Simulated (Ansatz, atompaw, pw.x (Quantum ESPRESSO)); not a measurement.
# pw.x on bcc W: one setting changed

Potential: PAW, atompaw 4.2.0.5, PBE; core [Kr] 4d10, reference 4f13 5s2 5p6 5d5 6s2 6p0; waves: 5s (bound); 6s (bound); 5p (bound); 6p (bound, empty); 5d (bound); 5d channel at 2.6 Ry; 4f (bound); 4f channel at -2.99 Ry; local part: troulliermartins scheme with l = 4 at -0.5 Ry, radius 2.20 bohr; core correction: smooth core density matched at 1.25 bohr; augmentation: sinc compensation charge, radius 2.10 bohr; PAW radius 2.45 bohr; waves and projectors: bloechl.

The reference run (k-mesh 14³, cutoffs 85/850 Ry, Fermi–Dirac 0.01 Ry, mixing_beta 0.4, conv_thr 1e-9, no spin) gives 1.15 GPa at 16.130 Å³/atom, where all-electron LAPW gives 0.30 GPa. This run, with its own iteration cap, changes k-mesh points per axis to 20.

```
&control
  calculation='scf', prefix='x', pseudo_dir='./', outdir='./tmp', tstress=.true., disk_io='none'
/
&system
  ibrav=0, nat=1, ntyp=1, ecutwfc=85, ecutrho=850, nbnd=23,
  occupations='smearing', smearing='fd', degauss=0.01
/
&electrons
  conv_thr=1e-09, mixing_beta=0.4, electron_maxstep=60
/
ATOMIC_SPECIES
W 1.0 W.UPF
CELL_PARAMETERS angstrom
  -1.59168867 1.59168867 1.59168867
  1.59168867 -1.59168867 1.59168867
  1.59168867 1.59168867 -1.59168867
ATOMIC_POSITIONS crystal
W 0.0000 0.0000 0.0000
K_POINTS automatic
20 20 20 0 0 0
```

```bash
pw.x < W.scf.in > W.scf.out
```

How does the run end?

It converges in 10 iterations; the free energy moves by -5.3 meV/atom and the pressure by -0.12 GPa.

```
Message from routine setup:
     using ibrav=0 with symmetry is DISCOURAGED, use correct ibrav instead
     lattice parameter (alat)  =       5.2098  a.u.
     unit-cell volume          =     108.8506 (a.u.)^3
     number of electrons       =        28.00
     number of Kohn-Sham states=           23
     kinetic-energy cutoff     =      85.0000  Ry
     charge density cutoff     =     850.0000  Ry
     scf convergence threshold =      1.0E-09
     Exchange-correlation= SLA PW PBX PBC
     number of k points=   256  Fermi-Dirac smearing, width (Ry)=  0.0100
     iteration #  1     ecut=    85.00 Ry     beta= 0.40
     total energy              =   -1308.61569299 Ry
     estimated scf accuracy    <       0.04883671 Ry
     iteration #  2     ecut=    85.00 Ry     beta= 0.40
     total energy              =   -1308.60905379 Ry
     estimated scf accuracy    <       0.01021989 Ry
     iteration #  3     ecut=    85.00 Ry     beta= 0.40
     c_bands:  1 eigenvalues not converged
     total energy              =   -1308.57987049 Ry
     estimated scf accuracy    <       0.00828470 Ry
     iteration #  4     ecut=    85.00 Ry     beta= 0.40
     total energy              =   -1308.58369733 Ry
     estimated scf accuracy    <       0.00006279 Ry
     iteration #  5     ecut=    85.00 Ry     beta= 0.40
     c_bands:  1 eigenvalues not converged
     c_bands:  1 eigenvalues not converged
     c_bands:  1 eigenvalues not converged
     c_bands:  1 eigenvalues not converged
     c_bands:  1 eigenvalues not converged
     [... 2 repeated lines left out ...]
     total energy              =   -1308.58418682 Ry
     estimated scf accuracy    <       0.00009161 Ry
     iteration #  6     ecut=    85.00 Ry     beta= 0.40
     total energy              =   -1308.58389781 Ry
     estimated scf accuracy    <       0.00014867 Ry
     iteration #  7     ecut=    85.00 Ry     beta= 0.40
     total energy              =   -1308.58397530 Ry
     estimated scf accuracy    <       0.00000093 Ry
     iteration #  8     ecut=    85.00 Ry     beta= 0.40
     total energy              =   -1308.58397611 Ry
     estimated scf accuracy    <       0.00000016 Ry
     iteration #  9     ecut=    85.00 Ry     beta= 0.40
     total energy              =   -1308.58397603 Ry
     estimated scf accuracy    <       0.00000005 Ry
     iteration # 10     ecut=    85.00 Ry     beta= 0.40
     the Fermi energy is    30.9088 ev
!    total energy              =   -1308.58397606 Ry
     estimated scf accuracy    <          6.7E-10 Ry
     smearing contrib. (-TS)   =      -0.00197166 Ry
     The total energy is F=E-TS. E is the sum of the following terms:
     one-electron contribution =    -485.74030243 Ry
     hartree contribution      =     141.17193854 Ry
     xc contribution           =     -47.40258847 Ry
     ewald contribution        =    -474.28456433 Ry
     one-center paw contrib.   =    -442.32648770 Ry
     convergence has been achieved in  10 iterations
          total   stress  (Ry/bohr**3)                   (kbar)     P=       10.20
     Message from routine punch:
     Nothing written, as per user request (disk_io='none')
```

The run took about 2.9 min on one core of a shared host (Intel(R) Xeon(R) Platinum 8259CL CPU @ 2.50GHz, 96 threads, 755 GiB, load 47).
